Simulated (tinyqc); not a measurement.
Inside a calculation. Method: RKS/PBE in the sto-3g basis, for H2O, spin multiplicity 1. Computed by tinyqc, a small Python program that keeps every step (integrals from PySCF). Settings: charge = 0, multiplicity = 1, basis = sto-3g, energy threshold = 1e-10, iteration cap = 57, orthogonalisation = canonical, start = random, DIIS depth = 0, method = RKS, functional = pbe,pbe, grid = [10, 26]. Command: `OMP_NUM_THREADS=1 python tinyqc.py 24773 24774 out.jsonl` (the two numbers bound the seeds that draw the settings). One thread of a shared host (Intel(R) Xeon(R) Processor @ 2.60GHz), about 0.6 s of CPU time with the checks.

Geometry (angstrom):
```
atom,x,y,z
O,0.00000,0.00000,0.00000
H,0.00000,0.94700,0.58800
H,0.00000,-0.94700,0.58800
```

Stop when the energy changes by less than 1e-10 hartree and every element of the error matrix X^T (F D S - S D F) X is below 3e-06.

Course of the cycle:
```
iteration,E (hartree),change,largest element of the error matrix
1,-73.5388993,-,3.36e+00
2,-74.9932529,-1.45e+00,2.13e-01
3,-74.9674489,2.58e-02,3.51e-01
4,-74.9159959,5.15e-02,4.92e-01
5,-74.7048203,2.11e-01,6.76e-01
6,-74.6026909,1.02e-01,7.88e-01
7,-74.3257694,2.77e-01,8.91e-01
8,-74.3790407,-5.33e-02,8.82e-01
9,-74.1991891,1.80e-01,9.36e-01
10,-74.3279651,-1.29e-01,8.94e-01
11,-74.1793557,1.49e-01,9.42e-01
12,-74.3206672,-1.41e-01,8.96e-01
13,-74.1767436,1.44e-01,9.42e-01
14,-74.3197189,-1.43e-01,8.96e-01
...,...,...,...
44,-74.3195794,-1.43e-01,8.96e-01
45,-74.1763588,1.43e-01,9.43e-01
46,-74.3195794,-1.43e-01,8.96e-01
47,-74.1763588,1.43e-01,9.43e-01
48,-74.3195794,-1.43e-01,8.96e-01
49,-74.1763588,1.43e-01,9.43e-01
50,-74.3195794,-1.43e-01,8.96e-01
51,-74.1763588,1.43e-01,9.43e-01
52,-74.3195794,-1.43e-01,8.96e-01
53,-74.1763588,1.43e-01,9.43e-01
54,-74.3195794,-1.43e-01,8.96e-01
55,-74.1763588,1.43e-01,9.43e-01
56,-74.3195794,-1.43e-01,8.96e-01
57,-74.1763588,1.43e-01,9.43e-01
```

Can the last value be used, and what does the course show?

Not by the stop rule. Not converged within the cap of 57 iterations: the residual has stopped falling: the iteration swings between two states. Reruns (cap 100 unless said): DIIS 8: converged in 9; damping 0.5: converged in 35; level shift 0.5: converged in 22; atomic densities as start, DIIS 8: converged in 7; the original settings with a cap of 400: not converged. PySCF RKS in the same basis, fine grid = -75.2133477 hartree, which differs from a converged run on this coarse grid by the grid error.
